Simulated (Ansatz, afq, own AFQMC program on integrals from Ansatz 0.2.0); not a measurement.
Two steps: Ansatz 0.2.0 writes the Fock matrix and Cholesky factors of the valence space, and afq projects on them the lowest state that overlaps trial and start.

```yaml
crystal:
  periodic: [false, false, false]
  atoms:
    - {symbol: Ge, position_ang: [0.000000, 0.000000, 0.000000]}
    - {symbol: Al, position_ang: [0.000000, 0.000000, 2.466944]}
basis:
  gaussian: {orbitals: cc-pVDZ}
magnetization: {spin_polarized: true, initial_magnetization: 3}
correlation: {method: ccsd_t, electrons: outside_noble_gas, hamiltonian_folder: ham}
```

```sh
$ ansatz run in.yaml --threads 1 --pin off --events-out ev --progress --plain --max-ram 16896MiB --backend cuda --devices 0, --max-vram 18GiB
```

Options of the walk:

```
--method phaseless --trial hf --walkers 4000 --populations 20 --least-time 40 --time-step 0.005 --steps-per-block 20 --equilibration-blocks 112 --max-blocks 4000 --target-error 0.0008 --factor-cut 1e-05 --start spin_pure --seed 7889 --taylor-order 6
```

Times are imaginary, in 1/Eh. The walk had a cap of 49 s. With eight or more populations the least sampling time is a fifth of least-time, and the error comes from their spread. Filled inner d shells are frozen with the cores.

afq prints:

```
orbitals 26  electrons 5 2  factors 184 of 511
reference energy -2317.22108325 Eh
CCSD correlation -0.12072010 Eh in 12 cycles, weight of the determinant in the CISD state 0.8655
energy of the start -2317.221286 Eh
 block  time / (1/Eh)  mean weight  energy / Eh
     1     0.100  1.0001  -2317.233642
     2     0.200  1.0004  -2317.244868
     3     0.300  1.0004  -2317.254584
     4     0.400  1.0004  -2317.263095
     5     0.500  1.0005  -2317.270599
    10     1.000  1.0003  -2317.298150
    26     2.600  1.0001  -2317.333007
    31     3.100  1.0003  -2317.336175
    56     5.600  1.0000  -2317.346669
    81     8.100  1.0000  -2317.345663
   106    10.600  1.0001  -2317.349852
   131    13.100  1.0002  -2317.349644
   156    15.600  1.0000  -2317.346621
   181    18.100  0.9998  -2317.348082
   206    20.600  0.9999  -2317.347000
   221    22.100  1.0001  -2317.347329
error from the spread of 20 populations
energy -2317.347249 +/- 0.000775 Eh
(rows thinned)
```

The run passed its tests (sampling time, drift between the halves within three errors, error under three times the target), which doesn't prove that it has relaxed.

Against this walk (error 21.1 meV) on the same determinant: CCSD(T) 9.4 meV higher (within the noise), CCSDT(Q) 40.6 meV lower (within the noise), CCSDTQ 40.7 meV lower (within the noise), full CI 41.1 meV lower (within the noise), a separate phaseless walk with a CISD trial and standard settings 17.1 ± 21.1 meV lower (within the noise). The error is statistical and leaves out the bias of the constraint.

Cautions: constraint bias not in the error; no relativity below Rb; no spin-orbit coupling; inner d shell frozen; lower spins were not checked.

The walk took 18 s on 1 × NVIDIA H100 80GB HBM3 with 2 threads of AMD EPYC 7R13 Processor (Zen 3) (shared host) (the card was shared). The log's last line is the phaseless energy.

CCSDT and higher add their correlation energy to the determinant of the CCSD(T) run, since their own runs factorise the integrals more tightly (a shift of under 2 meV). A walk keeps the symmetry of its determinant, which the program's search chose and which needn't be the lowest solution, so a lower state of the same spin and another symmetry isn't excluded.
